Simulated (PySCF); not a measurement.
Peak assignment

Bonds (- single, = double, # triple, : aromatic): C1-C2 1.521 Å, C2-C3 1.521 Å, C2-C4 1.524 Å, C2-S5 1.836 Å. C1 carries H6, H7, H8; C3 carries H9, H10, H11; C4 carries H12, H13, H14; S5 carries H15.

Theory: NMR shieldings at B97-2/pcSseg-2/GIAO, coordinates at the PBE0-D3(BJ)/def2-TZVP level, in PySCF 2.14.0 with density-fitted response routines (equivalent nuclei averaged, one conformer, gas phase, non-relativistic Hamiltonian).

Shifts are taken against calculated references (same method and geometry level): TMS for 13C, 1H.

(1) Assign these signals to the numbered atoms. 13C{1H} NMR (computed): δ 47.0, 36.9.

(2) Assign these signals to the numbered atoms. 1H NMR (400 MHz, computed): δ 1.93 (br s, 1H), 1.36 (s, 9H).

## Answers

(1) 
47.0 → C2, fully substituted sp3 carbon bonded to S
36.9 → C1/C3/C4, methyl carbon: a saturated carbon with 1 carbon neighbour and no heteroatom attached

(2) 
```tsv
δ (ppm)	atoms	environment	reason
1.93	H15	hydrogen on a thiol sulfur	exchangeable, gas-phase position
1.36	H6/H7/H8/H9/H10/H11/H12/H13/H14	hydrogen on a methyl carbon	–
```

OH and NH positions are those of a molecule without intermolecular hydrogen bonds; in solution they move with solvent, concentration and temperature, and exchange usually removes their couplings. Shifts are as computed. Against solution values, carbons near 30 ppm lie about +3 ppm off and those near 130 ppm about +7 ppm; carbons on S a further +4 ppm. Of 1211 compounds with measured shifts, 218 miss one by over three times the rms of a fit or turn the order of signals round; such compounds aren't used in these exercises.
